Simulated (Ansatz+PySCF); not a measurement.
Two shapes of singlet N₂H₂.

Shape 1:

```xyz
4

N     0.0000    0.0001   -0.6159
N     0.0000   -0.0001    0.6159
H     0.0000    0.9957   -0.9141
H     0.0000   -0.9957    0.9141
```

Shape 2:

```xyz
4

N     0.0402   -0.0214   -0.5954
N     0.0352    0.0049    0.6510
H    -0.0212    0.9840   -0.8704
H     0.0364   -0.9629    0.9042
```

Basis set: def2-SVP (spherical functions). Left uncorrelated: 2 orbitals. Charge 0, multiplicity 1.

Computed with Ansatz (development build ahead of 0.2.0); each method stands on the lowest determinant of its kind that the runs found.

(1) Which shape is lower in energy, and by how much in each method?

## Answers

(1)

| method | E(2) − E(1) (eV) |
| --- | --- |
| RHF-CCSD | 0.046 |
| PBE (restricted) | 0.057 |
| PBE (unrestricted) | 0.057 |
| r²SCAN (unrestricted) | 0.055 |
| ωB97X (unrestricted) | 0.061 |

Shape 1 is lower.
